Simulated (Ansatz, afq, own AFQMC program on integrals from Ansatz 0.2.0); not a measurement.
Two steps: Ansatz 0.2.0 writes the Fock matrix and Cholesky factors of the valence space, and afq projects on them the lowest state that overlaps trial and start.

```yaml
crystal:
  periodic: [false, false, false]
  atoms:
    - {symbol: C, position_ang: [0.000000, 0.000000, 0.000000]}
    - {symbol: H, position_ang: [1.093152, 0.013897, -0.000233]}
    - {symbol: H, position_ang: [-0.558612, 0.939744, -0.002802]}
    - {symbol: H, position_ang: [-0.534540, -0.953642, 0.003036]}
basis:
  gaussian: {orbitals: cc-pVDZ}
total_charge: 1
magnetization: {spin_polarized: false}
correlation: {method: ccsd_t, electrons: outside_noble_gas, hamiltonian_folder: ham}
```

```sh
$ ansatz run in.yaml --threads 1 --pin off --events-out ev --progress --plain --max-ram 16896MiB --backend cuda --devices 0, --max-vram 18GiB
```

Options of the walk:

```
--method phaseless --trial cisd --walkers 4000 --populations 20 --least-time 60 --time-step 0.005 --steps-per-block 50 --equilibration-blocks 28 --max-blocks 4000 --target-error 0.00015 --factor-cut 1e-05 --seed 2869 --release-times 0.24,0.51,0.99,1.62,2.4 --release-step 0.03 --release-every 3 --taylor-order 6
```

Times are imaginary, in 1/Eh. The walk had a cap of 122 s. With eight or more populations the least sampling time is a fifth of least-time, and the error comes from their spread.

```
orbitals 28  electrons 3 3  factors 210 of 259
reference energy -39.23572290 Eh
CCSD correlation -0.12970040 Eh in 8 cycles, weight of the determinant in the CISD state 0.9480
energy of the start -39.365411 Eh
 block  time / (1/Eh)  mean weight  energy / Eh
     1     0.250  0.9998  -39.364959
     2     0.500  0.9999  -39.365583
     3     0.750  1.0001  -39.366264
     4     1.000  1.0000  -39.366884
     5     1.250  0.9999  -39.367161
    12     3.000  1.0001  -39.367508
    19     4.750  0.9998  -39.367548
    26     6.500  0.9998  -39.367824
    33     8.250  1.0002  -39.367666
    40    10.000  1.0002  -39.367592
    47    11.750  0.9998  -39.367628
    54    13.500  0.9998  -39.367562
    59    14.750  0.9999  -39.367346
    61    15.250  0.9998  -39.367614
    66    16.500  1.0000  -39.368002
    68    17.000  1.0000  -39.367794
    75    18.750  1.0001  -39.367869
    78    19.500  1.0000  -39.367898
error from the spread of 20 populations
released: time / (1/Eh)  energy / Eh  error  mean overlap
  0.24  -39.367660  0.000034  0.9990
  0.51  -39.367697  0.000032  0.9977
  0.99  -39.367699  0.000022  0.9966
  1.62  -39.367698  0.000030  0.9940
  2.40  -39.367692  0.000042  0.9946
energy -39.367628 +/- 0.000034 Eh
(rows thinned)
```

Problem. Estimate how long the walk took on 1 × NVIDIA H100 80GB HBM3 with 2 threads of AMD EPYC 7R13 Processor (Zen 3) (shared host) (the card was shared).

Solution. 31 s of wall time.

The run passed its tests (sampling time, drift between the halves within three errors, error under three times the target), which doesn't prove that it has relaxed.

Against this walk (error 0.9 meV) on the same determinant: CCSD(T) 9.8 meV higher, CCSDT(Q) 1.2 meV lower (within the noise), CCSDTQ 1.5 meV lower (within the noise), full CI 1.5 meV lower (within the noise). The error is statistical and leaves out the bias of the constraint. Released to 2.40 1/Eh the energy moves by -1.7 ± 1.5 meV (both errors), within twice the noise.

Cautions: constraint bias not in the error.

CCSDT and higher add their correlation energy to the determinant of the CCSD(T) run, since their own runs factorise the integrals more tightly (a shift of under 2 meV). A walk keeps the symmetry of its determinant, which the program's search chose and which needn't be the lowest solution, so a lower state of the same spin and another symmetry isn't excluded.
